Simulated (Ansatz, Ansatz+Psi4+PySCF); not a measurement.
```yaml
atoms:
  - { symbol: C, position_ang: [0.0000, 0.0224, -0.6989] }
  - { symbol: C, position_ang: [0.0000, -0.0224, 0.6989] }
  - { symbol: O, position_ang: [0.0000, 0.9791, -1.2487] }
  - { symbol: O, position_ang: [0.0000, -0.9791, 1.2487] }
  - { symbol: H, position_ang: [0.0000, -0.9017, -1.1522] }
  - { symbol: H, position_ang: [0.0000, 0.9017, 1.1522] }
```

Basis set: cc-pVTZ (spherical functions). Frozen core: 4 orbitals. Charge 0, multiplicity 1.

Computed with Ansatz (development build ahead of 0.2.0); each method stands on the lowest determinant of its kind that the runs found. Restricted open shells among the atoms or ions are ROHF, correlated in semicanonical orbitals with singles.

Q: Give the atomization energy at this shape (free ground-state atoms in the same class of orbitals less the molecule, no zero-point energy) of singlet C₂H₂O₂ by RHF-MP2, RHF.

A:

```tsv
method	atomization energy
RHF-MP2	25.84 eV
RHF	17.69 eV
```

Caution: no unrestricted run beside it, a lower state can exist; the shape is not the minimum.
